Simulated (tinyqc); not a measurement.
Pariser-Parr-Pople SCF with singles CI, for the molecule C=C(F)C=O (SMILES; centres numbered as the heavy atoms are written), step by step. One step of it, computed by the program tinyqc.

Task: Singles CI, triplets. Over the 6 single excitations with the smallest orbital gaps: A = (e_a - e_i) delta - (ij|ab), with (pq|rs) = sum c_mp c_mq gamma_mn c_nr c_ns.

orbital energies (eV): -19.646214  -12.802426  -10.251231  -2.521737  0.630815

coefficients:
```
,MO1,MO2,MO3,MO4,MO5
1C,0.050754,0.263317,0.634102,0.591958,-0.419033
2C,0.211866,0.402363,0.534900,-0.319695,0.636313
3F,0.974591,-0.141930,-0.134528,0.058284,-0.092380
4C,0.049372,0.594071,-0.114617,-0.551038,-0.572593
5O,0.016504,0.629050,-0.529682,0.490245,0.288306
```

repulsion gamma_rs (eV):
```
,1C,2C,3F,4C,5O
1C,11.020000,5.320776,4.351103,3.859788,2.940052
2C,5.320776,11.020000,6.302446,5.320776,3.978901
3F,4.351103,6.302446,21.530000,4.351103,3.964944
4C,3.859788,5.320776,4.351103,11.020000,5.550089
5O,2.940052,3.978901,3.964944,5.550089,13.100000
```

Give: triplet CI matrix; triplet excitation energies.

Result:

triplet CI matrix (eV):
```
,3>4,2>4,3>5,2>5,1>4,1>5
3>4,1.668,0.203,0.682,1.500,-0.151,0.183
2>4,0.203,4.036,1.500,-1.201,-0.194,-0.016
3>5,0.682,1.500,4.854,-0.499,0.183,-0.262
2>5,1.500,-1.201,-0.499,7.262,-0.016,-0.246
1>4,-0.151,-0.194,0.183,-0.016,12.550,0.577
1>5,0.183,-0.016,-0.262,-0.246,0.577,14.914
```

triplet excitation energies (eV): 1.102  2.778  5.762  8.152  12.430  15.060
